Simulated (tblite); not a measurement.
C3H5N (triplet state).
Numbering: `[N:1][CH:2]1[CH2:3][CH2:4]1` (hydrogens: H5 on C2; H6, H7 on C3; H8, H9 on C4)

Structure optimised with GFN2-xTB, isolated species. This method treats the open shell by occupation alone, without spin polarisation.

(1) List the bond lengths, angles and torsions at this level.

## Answers

(1) 
| bond | length (Å) |
| --- | --- |
| N1–C2 | 1.307 |
| C2–C3, C2–C4 | 1.548 |
| C3–C4 | 1.484 |
| C2–H5 | 1.099 |
| C3–H6, C4–H9 | 1.079 |
| C3–H7, C4–H8 | 1.079 |

Bonds in one row agree within 0.01 Å and their mean is given. A selection of angles:
| angle | degrees |
| --- | --- |
| N1–C2–C3 | 123.4 |
| N1–C2–H5 | 114.5 |
| C3–C2–C4 | 57.3 |
| C3–C2–H5 | 113.2 |
| C2–C3–C4 | 61.4 |
| C2–C3–H6 | 116.2 |
| C2–C3–H7 | 115.6 |
| C4–C3–H6 | 119.4 |
| C4–C3–H7 | 118.4 |
| H6–C3–H7 | 115.1 |

Torsions: N1–C2–C3–C4 -111° (anticlinal); N1–C2–C4–C3 111° (anticlinal).

The 3-membered ring C2–C3–C4 has internal angles of 57.3° to 61.4°. The 3 C–C bonds span 1.484 Å (C3–C4, drawn single) to 1.548 Å (C2–C4, drawn single), a spread of 0.064 Å.

Point group: Cs (every atom within 0.08 Å of its image). Its GFN2-xTB frequencies are all real (lowest 331 cm⁻¹).

The run took under 0.1 s of wall time on an Arm Neoverse N1 with one thread, no GPU, on a shared host. That covers the optimisation of the geometry.

These are computed values.
